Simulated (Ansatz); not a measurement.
# Reading a saddle point

A first-order saddle point of SiNH4Cl, closed shell, PBE0-D4/def2-TZVP, with one imaginary mode of 141i cm⁻¹:

Si1  (-0.176, 0.433, 0.842)
Cl2  (1.044, -2.141, -0.745)
N3  (-0.219, 0.350, -0.770)
H4  (0.270, -0.644, -1.070)
H5  (-0.739, 1.622, 1.519)
H6  (0.408, -0.639, 1.650)
H7  (-0.589, 1.020, -1.425)
(Å)

Ansatz 0.2.0; basis: def2-TZVPP and def2-QZVPP; cores frozen in the correlated methods. Extrapolation: Hartree–Fock as exp(−7.88 √X), correlation as X^−2.97.

(1) Which contacts change along the imaginary mode, and what lies on either side? (Judge from chemistry; the calculation decides.)

(2) Which side is lower, and how far does the saddle lie above each? (To be estimated.)

The T1 diagnostic stays at or below 0.018.

## Answers

(1) The calculation gives: The step is SiNH₄Cl ([NH2][SiH2][Cl]) → SiNH₃ ([NH][SiH2]) + HCl, with the molecules in contact on both sides. Shortening one way: Cl2–H4; lengthening the same way: Si1–Cl2, N3–H4.
| pair | one side (Å) | saddle (Å) | other side (Å) |
| --- | --- | --- | --- |
| Cl2–H4 | 3.59 | 1.72 | 1.36 |
| Si1–Cl2 | 2.07 | 3.26 | 3.94 |
| N3–H4 | 1.01 | 1.15 | 1.60 |

(2) The calculation gives: The side with Si1–Cl2, N3–H4 short is lower by 3.069 eV; the saddle lies 3.177 eV above it and 0.108 eV above the other (CCSD(T) at an estimated basis limit (MP2 extrapolated from triple and quadruple zeta, plus CCSD(T) − MP2 in triple zeta); electronic energies).

Labels in which every atom is bracketed show which atoms are joined, not bond orders.

For scale, one of the runs: CCSD(T)/def2-TZVPP, 171 basis functions, launched by `ansatz run in.yaml --threads 2 --pin off --events-out ev --progress --plain --max-ram 4352MiB`. The run took 26 s on 2 CPU threads of an Arm Neoverse V2 (shared host), with 1.4 GiB of host memory at its peak.
